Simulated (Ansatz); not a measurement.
## Which is lower?

Two relaxed structures of CH$_{5}$BN (charge -1), singlet (PBE0-D4/def2-TZVPD; forces vanish, vibrations not checked).

A:

```tsv
atom	x (Å)	y (Å)	z (Å)
B1	0.0798	0.2673	0.4356
N2	-0.5238	1.0032	-0.7106
C3	0.6716	-1.0657	0.3682
H4	-0.7824	0.4280	-1.5013
H5	-1.2852	1.6263	-0.4866
H6	0.0635	0.9230	1.4746
H7	1.1601	-1.5396	1.2205
H8	0.7031	-1.6770	-0.5407
```

B:

```
8
angstrom
B -0.5779 0.8492 -0.5644
N -0.0774 0.3164 0.5821
C 0.4377 -1.0121 0.5811
H -0.6091 0.2183 -1.6387
H -1.0306 1.9909 -0.6026
H -0.0912 -1.6643 1.3023
H 1.4984 -1.0478 0.8951
H 0.3850 -1.5282 -0.4060
```

Computed with Ansatz 0.2.0 (basis: def2-TZVPPD); correlated methods freeze the cores. B3LYP uses VWN-RPA correlation.

Question: Which structure is lower at CCSD(T), and by how much? (Judge from chemistry; the value comes from the calculation.)

Answer: The calculation gives: A, by 34.0 kJ/mol (electronic energy, against the other). By their contacts, A is CH₅BN ([CH2][BH][NH2]), total charge -1 and B is CH₅BN ([BH2][N][CH3]), total charge -1.

All methods give the same order:

```tsv
method	E(B) − E(A) (kJ/mol)
PBE-D4	28.1
r2SCAN-D4	32.9
PBE0-D4	34.1
B3LYP-D4	30.1
wB97M-V	36.5
HF	38.2
MP2	36.4
CCSD	35.7
CCSD(T)	34.0
```

T1 diagnostic: at most 0.016.

Labels in which every atom is bracketed show which atoms are joined, not bond orders.

For scale, one of the runs: CCSD(T)/def2-TZVPPD, 196 basis functions, launched by `ansatz run in.yaml --threads 2 --pin off --events-out ev --progress --plain --max-ram 4352MiB`. Time: 45 s of wall clock on 2 CPU threads of an Arm Neoverse V2; the host was shared. Peak host memory: 2.4 GiB.
